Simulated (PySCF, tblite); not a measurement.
**sulfur trioxide and phosphine**

A gas-phase complex of sulfur trioxide and phosphine; neutral, singlet. The structure comes from a short search (6 tight-binding starts) and was relaxed by PBE0-D3(BJ)/def2-SVPD; another way of binding may lie lower. Frequencies by PBE0-D3(BJ)/def2-SVPD show no clear imaginary mode.

Parts: 1 = sulfur trioxide (O=S(=O)=O), atoms 1–4; 2 = phosphine (P), atoms 5–8.

| atom | part | x (Å) | y (Å) | z (Å) |
| --- | --- | --- | --- | --- |
| O1 | 1 | -0.088 | 1.388 | 0.566 |
| S2 | 1 | 0.085 | 0.168 | -0.209 |
| O3 | 1 | -0.951 | -0.852 | -0.132 |
| O4 | 1 | 1.437 | -0.243 | -0.561 |
| P5 | 2 | -0.519 | 1.089 | -2.351 |
| H6 | 2 | -0.472 | 0.208 | -3.457 |
| H7 | 2 | 0.283 | 2.166 | -2.794 |
| H8 | 2 | -1.822 | 1.630 | -2.458 |

| contact | kind (by geometry) | distance (Å) | angle (°) |
| --- | --- | --- | --- |
| S2···P5 | partial bond | 2.408 | - |

Deforming the relaxed parts to their shape here costs 11.2 kcal/mol, which the interaction energies leave out.

Interaction energies are complex less parts, with the parts frozen as they stand in it; counterpoise-corrected, in kcal/mol (PySCF).

(1) Give the interaction energy at each level run.

(2) What holds them together? Decompose the wB97M-D3(BJ)/def2-TZVPD energy: frozen parts, their antisymmetrised product, then relaxation.

The parts were also relaxed and run alone, at the levels used for the complex: shieldings by PBE0/pcSseg-2; core levels by delta-SCF with SCAN, pcX-2 on the ionised atom and pcseg-1 elsewhere, spin-free X2C (2p3/2 is the spin-free 2p value less a third of a first-order spin-orbit splitting).

(3) What does binding change?

(4) What are the binding energy from relaxed parts (wB97M-D3(BJ)/def2-TZVPD), and ΔH and ΔG of association at 298.15 K and 1 atm?

## Answers

(1) 
| level | interaction | superposition error removed |
| --- | --- | --- |
| wB97M-D3(BJ)/def2-TZVPD | -20.05 | -0.23 |
| PBE0-D3(BJ)/def2-TZVPD | -24.79 | -0.20 |

(2) electrostatic -64.9, Pauli repulsion +113.3, orbital relaxation -66.1, dispersion correction -2.6 kcal/mol, which sum to the value before the counterpoise correction; the Pauli term holds the exchange-correlation of the frozen density too. Of the attraction, 49 % is orbital relaxation, 49 % is electrostatic, 2 % is dispersion correction.

(3) 
| property | alone | in the complex | change |
| --- | --- | --- | --- |
| shielding of S2 (ppm) | 35.9 | 85.9 | +50.1 |
| shielding of P5 (ppm) | 575.9 | 457.7 | -118.2 |
| O1 1s core level (eV) | 540.44 | 538.11 | -2.33 |
| S2 2p3/2 core level (eV) | 176.70 | 174.63 | -2.07 |
| P5 2p3/2 core level (eV) | 137.09 | 138.84 | +1.74 |

(4) -8.82 kcal/mol, -6.76 with zero-point energy; ΔH -7.1 and ΔG +2.4 kcal/mol, from harmonic vibrations by PBE0-D3(BJ)/def2-SVPD with low modes damped.

The 5 runs behind this took 11 min in all, one thread each of Arm Neoverse V1 on a shared host, launched as `OMP_NUM_THREADS=1 python cluster_run.py task.json out`.
